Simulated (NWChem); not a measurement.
Species: C$_{3}$H$_{7}$ cation

```xyz
10

C      1.2837     0.0140     0.1933
C      0.0000     0.0000    -0.4533
C     -1.2837    -0.0140     0.1933
H      2.0331    -0.6180    -0.3385
H      1.2815    -0.1110     1.2911
H      1.6783     1.0449    -0.0592
H      0.0000     0.0000    -1.5646
H     -1.6783    -1.0449    -0.0592
H     -2.0331     0.6180    -0.3385
H     -1.2815     0.1110     1.2911
```
Atoms are numbered in this order, from 1.

Results from NWChem. All runs use the structure optimised with PBE-D3(BJ)/def2-SVP. B3LYP is NWChem's, with the RPA form of VWN correlation. Atomic charges in e: unrestrained fits to the electrostatic potential beside Mulliken populations; buried atoms are poorly determined by the fit.

Task: Estimate the computed values for B3LYP/def2-SVP. Quantities: ESP C1; Mulliken C1; ESP C2; Mulliken C2; ESP C3; Mulliken C3; relative RMS misfit of the potential (%).

Result: The ESP C1 is -0.30, the Mulliken C1 is 0.01 and the ESP C2 is 0.44. The Mulliken C2 comes out as -0.01. The ESP C3 is -0.30 and the Mulliken C3 is 0.01. The relative RMS misfit of the potential (%) comes out as 2.
